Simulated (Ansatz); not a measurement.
A nudged elastic band was laid between two geometries of H₄Si (5 atoms, charge 0, multiplicity 1).

Computed with RKS PBE0-D4/def2-TZVP (Ansatz 0.2.0).

* movable images: 5
* climbing image: yes
* spring: 5.0 eV/Å²
* optimiser: quadratic models (default)
* start path: through a guess of the saddle point
* force threshold: 0.03 eV/Å
* iteration limit: 60
* end points: relaxed

Initial state:

```xyz
5
Properties=species:S:1:pos:R:3
Si 0.241 0.000 0.171
H 0.241 0.000 1.655
H 1.641 0.000 -0.324
H -0.459 1.212 -0.324
H -0.459 -1.212 -0.324
```

Final state:

```xyz
5
Properties=species:S:1:pos:R:3
Si 0.235 0.000 -0.696
H 0.692 0.000 1.047
H 1.385 0.000 0.591
H -0.553 1.117 -0.044
H -0.553 -1.117 -0.044
```

Question: Which bonds break or form, and what moves?

Answer: Bonds formed: H2–H3.

Question: Give the energies along the band, and the barrier.

Answer: The forces met the threshold. The highest image is number 5 of 0 to 6, 2.44 eV above the first end and 0.21 eV above the last; the last end lies 2.23 eV above the first. A vibrational analysis at the climbing image gives one clearly imaginary mode, 1108i cm⁻¹: a first-order saddle point.

```csv
image,path coordinate (Å),energy (eV),H2–H3 (Å)
0,0.00,0.00,2.42
1,0.26,0.17,2.18
2,0.51,0.69,1.92
3,0.77,1.45,1.67
4,1.02,2.16,1.42
5,1.28,2.44,1.15
6,1.64,2.23,0.83
```

Question: What is the geometry of the highest image?

Answer: 
```xyz
5
Properties=species:S:1:pos:R:3
Si 0.240 0.000 -0.479
H 0.565 0.000 1.124
H 1.473 0.000 0.419
H -0.536 1.214 -0.105
H -0.536 -1.214 -0.105
```

Question: What are the harmonic wavenumbers there?

Answer: 1108i, 724, 749, 966, 1026, 1738, 2146, 2213, 2234 cm⁻¹.

Run time: 27 s on 1 thread of Arm Neoverse V2, on a shared host, peak memory 0.096 GiB.
